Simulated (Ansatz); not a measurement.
# B₂ (singlet): from Hartree-Fock to the top rungs, aug-cc-pVTZ

One table from this session's results is given with a row withheld; the runs are named, their logs left out.

The runs use Ansatz 0.2.0, Gaussian basis; aug-cc-pVTZ, core rule «outside noble gas», up to 2 orbitals frozen.

Plan: UHF; CCSD(T) on RHF; CCSD(T) on UHF; BCCD(T) on RHF; CCSDT(Q) on RHF; CASSCF and MRCISD+Q, 6 electrons in 8 orbitals; CASSCF and NEVPT2, 6 electrons in 8 orbitals.

6 further runs of the same task are left out: 1 for a known fault of the program, 5 set aside as unsound or not needed.

## What is computed

The geometry is a PBE0/def2-TZVPD stationary point (not a proven minimum) of the parent state, kept for this charge and spin.

2 atoms, charge 0, spin multiplicity 1.

Atoms are counted from 1 here; the program's logs count them from 0.

Bond lengths: B1–B2 1.622 Å.

Geometry (Å):

| atom | x (Å) | y (Å) | z (Å) |
| --- | --- | --- | --- |
| B1 | 0.0000 | 0.0000 | 0.0000 |
| B2 | 0.0000 | 0.0000 | 1.6222 |

Set-up of the first run:

The input, in.yaml:

```yaml
crystal:
  periodic: [false, false, false]
  atoms:
    - {symbol: B, position_ang: [0.000000, 0.000000, 0.000000]}
    - {symbol: B, position_ang: [0.000000, 0.000000, 1.622200]}
basis:
  gaussian: {orbitals: aug-cc-pVTZ}
magnetization: {spin_polarized: true, initial_magnetization: 0}
hamiltonian: {xc: hf}
output: {orbitals: {seedname: orbitals}}
```

Launch:

```console
$ ansatz run in.yaml --threads 1 --pin off --events-out ev --progress --plain --max-ram 4096MiB --backend cpu
```

Among the steps run: UHF; CCSD(T) on RHF; CCSD(T) on UHF; BCCD(T) on RHF; CCSDT(Q) on RHF; CASSCF and MRCISD+Q, 6 electrons in 8 orbitals; CASSCF and NEVPT2, 6 electrons in 8 orbitals.

One of the session's tables, all rows but one given; the rest of the session is left out.

| method | from RCCSDT(Q) (kJ/mol) |
| --- | --- |
| UHF | +357.9 |
| RMP2 | +146.2 |
| UMP2 | +114.1 |
| RCCSD | +63.6 |
| UCCSD | ? |
| RCCSD(T) | +15.7 |
| UCCSD(T) | -10.8 |
| BCCD(T) | +16.0 |
| RCCSDT | +10.6 |
| RCCSDT(Q) | 0 |
| CASSCF valence | +221.2 |
| NEVPT2 valence | +42.8 |
| MRCISD valence | +4.8 |
| MRCISD+Q valence | -5.8 |

**Question.** Estimate the row for UCCSD.

The run gave: from RCCSDT(Q) (kJ/mol): +18.3. In the column «from RCCSDT(Q) (kJ/mol)» it lies between BCCD(T) (+16.0) and NEVPT2 valence (+42.8).

Left out of the table: RHF (another determinant or state than the rows shown).

To keep in mind: The determinant is far from a pure spin state, so its energy mixes those of several spin states (harmless only where they are near-degenerate, as at dissociation). The program flags UCCSD(T) as in doubt, so those rows may rest on another solution; read them beside their warnings. Warnings: restricted reference is unstable; spin contamination; coupled cluster took another determinant than the lowest; large T1 diagnostic. Restricted and unrestricted rows rest on different reference determinants; where their highest levels disagree by more than a few hundredths of an eV, they describe different states and don't form one ladder.
